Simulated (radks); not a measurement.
# B³⁺ in [He]: an all-electron calculation

Aim: the levels, the sizes of the orbitals and the parts of the energy of the boron ion B3+.

Method: Dirac Kohn-Sham, B86b exchange with PBE correlation, spin-unpolarised, spherical densities, finite nucleus. Code: radks (a radial shooting solver on a logarithmic mesh, Libxc functionals) version 1.

## 1. The atom as given

- element: boron (Z = 5)
- charge: +3
- electrons: 2
- configuration: [He]
- nuclear rms radius: 2.406 fm

The outer shells:

B³⁺
```
1s [↑↓]
```

In the logs a row gives level, spin channel, occupation and eigenvalue; Etot, Ekin, Encl (electron-nucleus), Eh (Hartree) and Exc are energies, all in hartree; err is the last residual, it the number of iterations.

## 2. The calculation

The run's settings:

```text
Z 5
configuration [He]
relativity Dirac
functional b86_mgc,pbe
spin unpolarised
j_filling energy
nucleus finite rms 2.406 fm
c 137.035999084
```

On the command line:

```bash
$ python run_ks.py task.json out
```

The same process makes all the runs of this session.

Log:

```text
1s1/2   1   2.0000          -8.51413368
Etot -22.016665683506517
Ekin 21.98560833949004
Encl -46.870352705189234
Eh 5.785988505507563
Exc -2.9179098233148872
err 5.751287672397516e-10
it 13
```

Residual by iteration: 2.7e+00, 1.9e+00, 2.7e-02, 1.3e-02, 7.9e-05, 6.5e-06, 7.3e-07, 3.7e-07, 1.9e-07, 9.3e-08, 1.6e-08, 5.7e-10, 5.7e-10.

## 3. Orbitals and density

From the orbitals of this run (lengths in bohr):

| level | occupation | energy (eV) | <r> | outermost maximum (interpolated) | 90 % within | nodes |
| --- | --- | --- | --- | --- | --- | --- |
| 1s1/2 | 2 | -231.68 | 0.3262 | 0.210 | 0.586 | 0 |

The radial density on a logarithmic grid:

| r (bohr) | 4πr²ρ (e/bohr) |
| --- | --- |
| 0.0109 | 0.09428 |
| 0.0137 | 0.1457 |
| 0.0172 | 0.2202 |
| 0.0217 | 0.3346 |
| 0.0273 | 0.5027 |
| 0.0345 | 0.7441 |
| 0.0435 | 1.081 |
| 0.0549 | 1.535 |
| 0.0692 | 2.117 |
| 0.0872 | 2.815 |
| 0.110 | 3.578 |
| 0.139 | 4.297 |
| 0.174 | 4.800 |
| 0.219 | 4.945 |
| 0.276 | 4.580 |
| 0.348 | 3.719 |
| 0.439 | 2.565 |
| 0.554 | 1.445 |
| 0.698 | 0.6330 |
| 0.881 | 0.2021 |
| 1.11 | 0.04331 |

Radial Coulomb (F) and exchange (G) integrals, eV:

| integral | shells | value |
| --- | --- | --- |
| F0 | 1s1/2, 1s1/2 | 78.722 |

X-ray form factor f at sin θ/λ (1/Å): 0.05: 1.99, 0.15: 1.95, 0.25: 1.87, 0.4: 1.70, 0.6: 1.42, 1: 0.87, 1.5: 0.44.

## 4. Summary of results

| quantity | value |
| --- | --- |
| total energy | -22.01667 hartree |
| exchange-correlation share of it | 13.25 % |
| −T/E | 0.9986 |
| highest occupied level | 1s1/2, -231.68 eV |
| most extended occupied level | 1s1/2, <r> = 0.326 bohr |
| radius at density 0.001 e/bohr³ | 1.23 bohr |
| maxima of the radial density | 1 |
| ionisation energy, NIST | 259.37 (theory) eV |

What this shows: The radial density shows 1 maxima for 1 occupied principal shells. The top level binds by 231.68 eV, 89 % of the NIST ionisation energy of 259.37 eV; the potential of a semilocal functional falls off too fast, so its top eigenvalue is too shallow. 
